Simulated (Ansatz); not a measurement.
Geometry optimisation, Ansatz, RKS r2SCAN-D4/def2-mTZVP.

The input (input.yaml):

```yaml
crystal:
  periodic: [false, false, false]
  atoms:
    - { symbol: Al, position_ang: [0.204033, -1.0e-05, 0.117819] }
    - { symbol: H, position_ang: [0.748602, 3.0e-06, 1.556971] }
    - { symbol: H, position_ang: [1.722668, 3.0e-06, -0.130095] }
    - { symbol: F, position_ang: [-1.218603, 4.0e-06, -0.703595] }
basis:
  gaussian: { orbitals: def2-mTZVP }
hamiltonian:
  xc: r2scan
  dispersion: d4
relax:
  f_tol: 0.03
  max_steps: 50
output:
  orbitals: {}
```

Command:

```bash
$ ansatz run input.yaml --threads 1 --pin off --max-ram 2048MiB --backend cpu --events-out ev --progress --plain --runs-dir out
```

Task: Where does it end, and by what steps?

Result: It converged. After 5 steps the energy has fallen by 1.192 eV; H2 moved furthest, 0.49 Å.

| step | energy less start (eV) | largest force component (eV/Å) | accepted |
| --- | --- | --- | --- |
| 0 | 0.0000 | 2.193 | yes |
| 1 | -0.7340 | 1.149 | yes |
| 2 | -1.1109 | 0.757 | yes |
| 3 | -1.1858 | 0.199 | yes |
| 4 | -1.1910 | 0.191 | yes |
| 5 | -1.1924 | 0.018 | yes |

```xyz
4
Properties=species:S:1:pos:R:3
Al 0.413 0.000 0.238
H 0.329 0.000 1.814
H 1.736 0.000 -0.622
F -1.021 0.000 -0.590
```

Whether the end is a true minimum wasn't checked by a vibrational analysis.

The run took 6.9 s on 1 thread of Intel(R) Xeon(R) Platinum 8375C CPU @ 2.90GHz (Ice Lake) (shared host), peak memory 0.13 GiB.
